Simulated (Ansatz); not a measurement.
For pyrite PtSb2, LDA in Ansatz (plane waves, PAW) gives:

- lattice parameter a: 6.422 Å
- cohesive energy: 5.31 eV/atom

### Question
What does r²SCAN+rVV10 in Ansatz (plane waves, PAW) give for the same quantities?

### Answer

- lattice constant a: 6.478 Å (rises by 0.9 %)
- cohesive energy: 4.43 eV/atom (drops by 0.88 eV/atom)

For comparison: lattice constant a 6.44 Å (measured, temperature not stated, not corrected to a static lattice; as tabulated in Saeed et al. (2013), arXiv:1402.4256).

Changes are worked out from the printed values.

Unless a cell is named, each level is at its own relaxed cell (LDA 22.07, r²SCAN+rVV10 22.66 Å³/atom).

Levels without +SOC leave out spin–orbit coupling, which shifts energies and cells of such heavy elements.

The crystal itself was run without spin with LDA, r²SCAN+rVV10; a magnetic state was not tried in these runs.

Ansatz's density-functional and Hartree–Fock values are scalar-relativistic unless marked +SOC, with PAW data made under PBE.

Ansatz is an electronic-structure program.
